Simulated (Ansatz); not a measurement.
[SiH3]- (SiH3⁻). Total charge -1; singlet. Geometry PBE0-D4/def2-TZVPD, basis def2-TZVPD, Ansatz.

```
run  HOMO (eV)  LUMO (eV)
  A       1.27       4.23
  B       0.23       4.71
  C       0.65       4.99
  D       1.14       4.21
  E      -1.82       6.25
  F      -1.76       5.55
```

**Question.** The runs used BLYP, HF, PBE, PBE0, r2SCANh, ωB97M-V. Estimate which is which.

**Answer.** A BLYP (0 % exact exchange); B PBE0 (25 % exact exchange); C r2SCANh (10 % exact exchange); D PBE (0 % exact exchange); E HF (100 % exact exchange); F ωB97M-V (range-separated). Exact exchange lowers occupied and raises empty levels; among semilocal functionals meta-GGAs tend to open the gap a little, and such runs are hard to tell apart. The gap grows from 2.96 eV (BLYP) to 8.07 eV (HF). At BLYP-D4/def2-TZVPD, PBE0-D4/def2-TZVPD, r2SCANh-D4/def2-TZVPD, PBE-D4/def2-TZVPD the highest occupied level of the charge -1 singlet lies above zero (up to 1.27 eV). By energy differences its removal costs 1.83 eV (vertical, to the charge 0 doublet, at CCSD(T)/def2-TZVPPD).
